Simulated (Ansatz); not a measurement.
**BH₄O (doublet): wave-function methods side by side at distance B1–H4 along a hydrogen transfer = 1.564 Å, cc-pVDZ**

Aim: climb from Hartree-Fock through coupled cluster and multireference methods for BH₄O (doublet) at one geometry and basis, and see what each rung misses.

Method: cc-pVDZ, core rule «outside noble gas», up to 2 orbitals frozen; program: Ansatz 0.2.0, Gaussian basis.

To be run: UHF; CCSD(T) on ROHF; CCSD(T) on UHF; BCCD(T) on ROHF; CISD; CCSDT(Q) on ROHF; CCSDT(Q) on UHF; CASSCF and MRCISD+Q, 3 electrons in 3 orbitals; CASSCF and NEVPT2, 3 electrons in 3 orbitals.

11 further runs of the same task are left out: 4 for a mislabelled method, 6 that didn't finish, 1 set aside as unsound or not needed.

### Step 1. The geometry

The geometry derives from fragments relaxed apart (PBE0/def2-TZVP) and kept rigid, so it is no stationary point. A hydrogen atom is moved between rigid fragments.

6 atoms, charge 0, spin multiplicity 2.

Atoms are counted from 1 here; the program's logs count them from 0.

Bond lengths: B1–H2 1.193 Å, B1–H3 1.193 Å, H4–O5 1.268 Å, O5–H6 0.973 Å. Angles: H2–B1–H3 120.0°, H4–O5–H6 105.0°.

### Step 2. UHF

Input file in.yaml:

```yaml
crystal:
  periodic: [false, false, false]
  atoms:
    - {symbol: B, position_ang: [-1.581994, 0.030718, 0.000000]}
    - {symbol: H, position_ang: [-2.178727, 1.064290, 0.000000]}
    - {symbol: H, position_ang: [-2.178728, -1.002853, 0.000000]}
    - {symbol: H, position_ang: [-0.017994, 0.030718, 0.000000]}
    - {symbol: O, position_ang: [1.250006, 0.030718, 0.000000]}
    - {symbol: H, position_ang: [1.501865, -0.909232, 0.000000]}
basis:
  gaussian: {orbitals: cc-pVDZ}
magnetization: {spin_polarized: true, initial_magnetization: 1}
hamiltonian: {xc: hf}
output: {orbitals: {seedname: orbitals}}
```

The run is started by

```
ansatz run in.yaml --threads 1 --pin off --events-out ev --progress --plain --max-ram 2393MiB
```

The runs that follow: CCSD(T) on ROHF; CCSD(T) on UHF; BCCD(T) on ROHF; CISD; CCSDT(Q) on ROHF; CCSDT(Q) on UHF; CASSCF and MRCISD+Q, 3 electrons in 3 orbitals; CASSCF and NEVPT2, 3 electrons in 3 orbitals.

Before running them: what should the planned runs give, taken together? Wanted: UCCSDT(Q) below the RHF energy; RMP2 from UCCSDT(Q); UMP2 from UCCSDT(Q); RCCSD from UCCSDT(Q); RCCSD(T) from UCCSDT(Q); UCCSD(T) from UCCSDT(Q); RCCSDT(Q) from UCCSDT(Q); NEVPT2 pair from UCCSDT(Q); MRCISD+Q pair from UCCSDT(Q).

As calculated:

| quantity | value |
| --- | --- |
| UCCSDT(Q) below the RHF energy | -9.0295 eV |
| RMP2 from UCCSDT(Q) | +22.07 kcal/mol |
| UMP2 from UCCSDT(Q) | +27.35 kcal/mol |
| RCCSD from UCCSDT(Q) | +5.23 kcal/mol |
| RCCSD(T) from UCCSDT(Q) | +0.99 kcal/mol |
| UCCSD(T) from UCCSDT(Q) | +1.03 kcal/mol |
| RCCSDT(Q) from UCCSDT(Q) | 0.00 kcal/mol |
| NEVPT2 pair from UCCSDT(Q) | +23.22 kcal/mol |
| MRCISD+Q pair from UCCSDT(Q) | +2.67 kcal/mol |
| levels within 1 kcal/mol (43 meV) | RCCSD(T), RCCSDT, UCCSDT, RCCSDT(Q) |
| T1 diagnostic | 0.021 |

What this shows: RCCSD(T) misses by +0.99 kcal/mol, 0.5 % of the correlation energy. Of the multireference levels listed MRCISD+Q pair comes nearest in total energy (+2.67 kcal/mol), which doesn't show that its space is the better one. These misses are within one basis, not against nature; the frozen cores of restricted and unrestricted runs differ, which can shift their rows.
